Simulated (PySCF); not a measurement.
# Vertical excitation energies

Species: C6H9 (charge +1).
Z-matrix (Å and degrees, PBE0-D3(BJ)/def2-SVP geometry), rows numbered from 1:
```
C 
C   1  1.5284
C   2  1.5294  1  114.57
C   2  1.4643  1  112.00  3  -128.75
C   4  1.3767  2  150.52  1   -24.79
C   5  1.3552  4   60.51  2  -178.90
H   1  1.0981  2  109.33  3   -58.46
H   1  1.1001  2  110.92  3    60.17
H   1  1.0994  2  112.06  3  -177.98
H   2  1.1138  1  108.22  3   120.60
H   3  1.0994  2  112.05  1   177.92
H   3  1.0979  2  109.30  1    58.38
H   3  1.1001  2  110.87  1   -60.30
H   5  1.0923  4  150.45  6  -179.54
H   6  1.0923  4  150.48  5   179.44
```

Level of theory: TDDFT B3LYP/def2-SVPD, vertical, gas phase, core orbitals frozen in the response in PySCF 2.14.0, density-fitted response routines.

```
state  λ (nm)  E (eV)       f  symmetry  main configurations (H = HOMO, L = LUMO)
   S1   206.8    6.00  0.0009         –                                 H→L (90%)
   S2   206.2    6.01  0.0001         –                               H-1→L (88%)
   S3   203.0    6.11  0.0045        A″                             H-1→L+1 (91%)
   S4   196.7    6.30   0.043        A′                               H→L+1 (94%)
   S5   193.9    6.39  0.0010         –                               H-2→L (90%)
   S6   187.6    6.61   0.036        A′                H-2→L+1 (74%), H-3→L (17%)
```

The lowest singlet comes at 207 nm (579 kJ/mol) in the ultraviolet; it is very weak; its leading configuration is HOMO→LUMO (90%). The most intense listed level is S4 at 6.30 eV (197 nm, f = 0.043), 0.31 eV above S1. Löwdin shares by element: HOMO carbon 53% or more, hydrogen 12% or more (atoms not listed hold the other 35%); LUMO carbon 90% or more, hydrogen 5% or more. The oscillator strengths of these states sum to 0.085; summed over the whole spectrum of an exact calculation they would give the number of electrons, 44 (Thomas–Reiche–Kuhn). Weighted by f, the mean energy of these states is 6.42 eV. Orbital energies (eV): HOMO-3 -14.77, HOMO-2 -14.57, HOMO-1 -14.13, HOMO -14.03, LUMO -7.20, LUMO+1 -6.86, LUMO+2 -3.72. Symmetry labels in Cs follow from the direction of the transition dipole and are given only for states with f of 0.002 or more. The window holds the lowest 6 singlets.

Hardware: Arm Neoverse V2, one thread, no GPU (shared host). Cost: 23 s wall, 0.79 GiB resident at most.

One conformer stands for the species.
